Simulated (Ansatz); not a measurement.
Relaxation of CH₅FMg (8 atoms, charge 0, multiplicity 1), to a largest force component of 0.03 eV/Å in at most 50 steps.

Theory: Ansatz, UKS r2SCANh-D4/cc-pVDZ.

```xyz
8
Properties=species:S:1:pos:R:3:forces:R:3
Mg 0.103 -0.119 -0.686 -0.14 0.14 0.08
H -0.583 0.536 -2.124 -0.12 0.12 -0.02
C 1.039 -0.934 0.982 0.00 0.02 0.01
H -1.906 1.736 -1.433 0.59 -0.48 -0.91
F -2.340 2.058 -0.694 -0.32 0.23 0.86
H 0.435 -1.715 1.474 0.00 0.01 -0.01
H 1.245 -0.167 1.750 -0.01 -0.02 -0.02
H 2.008 -1.396 0.730 0.01 -0.01 0.01
```

Where does it end, and by what steps?

The run converged. After 16 steps the energy has fallen by 1.629 eV; Mg1 moved furthest, 1.42 Å. Parted: Mg1–H2, H4–F5. Joined: Mg1–F5, H2–H4.

```
step  energy less start (eV)  largest force component (eV/Å)  accepted
   0                  0.0000                           0.909       yes
   1                 -0.1123                           0.377       yes
   2                 -0.2396                           0.405       yes
   3                 -0.4036                           0.500       yes
   4                 -0.5285                           0.413       yes
   5                 -0.5946                           0.707       yes
   6                 -0.6498                           0.697       yes
   7                 -0.7729                           0.933       yes
   8                 -0.9668                           1.375       yes
   9                 -1.2129                           2.175       yes
  10                 -1.3850                           0.650       yes
  11                 -1.5182                           0.307       yes
  12                 -1.5659                           0.485       yes
  13                 -1.6027                           0.544       yes
  14                 -1.6116                           0.113       yes
  15                 -1.6281                           0.039       yes
  16                 -1.6290                           0.013       yes
```

```xyz
8
Properties=species:S:1:pos:R:3
Mg -0.663 0.585 0.279
H -0.485 0.447 -2.205
C 0.817 -0.728 0.900
H -1.038 0.933 -1.999
F -1.969 1.738 -0.043
H 0.401 -1.689 1.248
H 1.414 -0.321 1.732
H 1.524 -0.965 0.087
```

Whether the end is a true minimum wasn't checked by a vibrational analysis.

Time of the run: 48 s on 2 threads of Arm Neoverse V2, on a shared host, peak memory 0.22 GiB.
